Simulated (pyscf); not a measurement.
Single points on ωB97X-D3(BJ)/def2-SVP structures (PySCF, gas phase).

Task: H₂N–SiH(F)–Cl (SMILES N[SiH](F)Cl) + H• (SMILES [H]) → NH₃ (SMILES N) + F–SiH•–Cl (SMILES F[SiH]Cl)
Surface: doublet. Broken: N–Si. Formed: H–N. Give ΔE‡ and ΔE from M06-2X/def2-TZVP, relative to the separated reactants.

Result: ΔE‡ = 22.8 kcal/mol, ΔE = +3.9 kcal/mol. ωB97M-D3(BJ)/def2-TZVP gives 22.3 kcal/mol and +4.2 kcal/mol. Zero-point energy shifts the barrier by +2.6 kcal/mol. It is a substitution at N, with an imaginary mode of 1795i cm⁻¹. On the product side the descent ends in a bound adduct, 9.5 kcal/mol under the separated species and 29.3 kcal/mol under the saddle at ωB97X-D3(BJ)/def2-TZVP. At ωB97X-D3(BJ) the barrier from the zero used here is 24.7 kcal/mol. The same reactants have a lower exit, to H₂N–Si•(F)–Cl + H₂ (barrier +6.5 kcal/mol at ωB97M-D3(BJ), against +22.3 kcal/mol here). This is the saddle that the search found; another between the same sides may lie lower. The angle at the attacked N is 132°.
